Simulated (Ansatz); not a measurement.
```yaml
crystal:
  periodic: [false, false, false]
  atoms:
    - {symbol: C, position_ang: [-0.379272, 0.828139, 0.673959]}
    - {symbol: N, position_ang: [0.194672, -0.162275, -0.283625]}
    - {symbol: P, position_ang: [1.353952, -1.303103, 0.110747]}
    - {symbol: C, position_ang: [-0.653089, -0.307552, -1.174809]}
    - {symbol: S, position_ang: [-2.194062, 0.625012, -1.692982]}
    - {symbol: H, position_ang: [-0.450090, 1.807618, 0.074293]}
    - {symbol: H, position_ang: [0.210117, 0.629720, 1.479623]}
    - {symbol: H, position_ang: [-1.453324, 0.806693, 1.175234]}
    - {symbol: H, position_ang: [1.422407, -1.176032, 1.504176]}
    - {symbol: H, position_ang: [2.609845, -0.128069, 0.121183]}
    - {symbol: H, position_ang: [-0.379272, 1.128139, 0.973959]}
basis:
  gaussian: {orbitals: aug-cc-pVTZ}
total_charge: 1
magnetization: {spin_polarized: true, initial_magnetization: 1}
hamiltonian: {xc: {name: B2PLYP}}
output: {forces: true}
```

```sh
$ ansatz run in.yaml --threads 4 --pin off --events-out ev --progress --plain --max-ram 10444MiB
```

It prints (some lines left out):

```
Functional definition: B2PLYP
2106 factors; integrals over basis functions are off by at most 9.3e-4 eV
mean field evaluation 1: about -23670.4348 eV, gradient 9.5e1 eV
mean field evaluation 2: about -23670.5899 eV, gradient 9.5e1 eV
mean field evaluation 4: about -23707.9309 eV, gradient 2.0e1 eV
mean field evaluation 8: about -23711.4574 eV, gradient 1.9e0 eV
mean field evaluation 16: about -23711.6899 eV, gradient 2.5e-1 eV
mean field evaluation 32: about -23711.7030 eV, gradient 7.3e-3 eV
mean field -23711.70296221 eV, -871.3890114916 hartree, gradient 9.6e-6 eV, S^2 0.772138; 6 other end points of the search recorded, 0 dependent functions left out
13 core orbitals not correlated: weight in the atoms' cores, before any rotation towards them, 1.000 or more for the frozen orbitals, at most 0.000 for the correlated occupied ones
reference -23711.70316031 eV, -871.3890187716 hartree; 15, 14 occupied and 348, 349 virtual orbitals, 2106 factors
second order -30.58948737 eV of doubles, -0.00000000 eV of singles
Total energy: -23719.96232190 eV, -871.6925373618 hartree
Atom 0 at    -0.379272     0.828139     0.673959 Å, force    -6.033866  -182.132811  -182.582229 eV/Å
Atom 1 at     0.194672    -0.162275    -0.283625 Å, force    -1.715320     1.801567     1.998944 eV/Å
Atom 2 at     1.353952    -1.303103     0.110747 Å, force     5.711269    -0.118930    -0.144840 eV/Å
Atom 3 at    -0.653089    -0.307552    -1.174809 Å, force    -7.234467     1.816877    -5.918141 eV/Å
Atom 4 at    -2.194062     0.625012    -1.692982 Å, force     5.151179    -3.144462     1.585316 eV/Å
Atom 5 at    -0.450090     1.807618     0.074293 Å, force     0.508586    -1.144739     0.164979 eV/Å
Atom 6 at     0.210117     0.629720     1.479623 Å, force     2.585360    -0.856408     2.139709 eV/Å
Atom 7 at    -1.453324     0.806693     1.175234 Å, force     1.232462    -1.735201    -2.147296 eV/Å
Atom 8 at     1.422407    -1.176032     1.504176 Å, force    -0.719129     0.116515     0.458123 eV/Å
Atom 9 at     2.609845    -0.128069     0.121183 Å, force    -2.079634    -2.282837    -0.229589 eV/Å
Atom 10 at    -0.379272     1.128139     0.973959 Å, force     2.593559   187.680431   184.675024 eV/Å
Dipole moment:     0.328377     0.562935     1.194087 e Å
```

In this input one atom was put on top of another. The calculation finished and met its thresholds. The result belongs to that input, not to the molecule as meant.
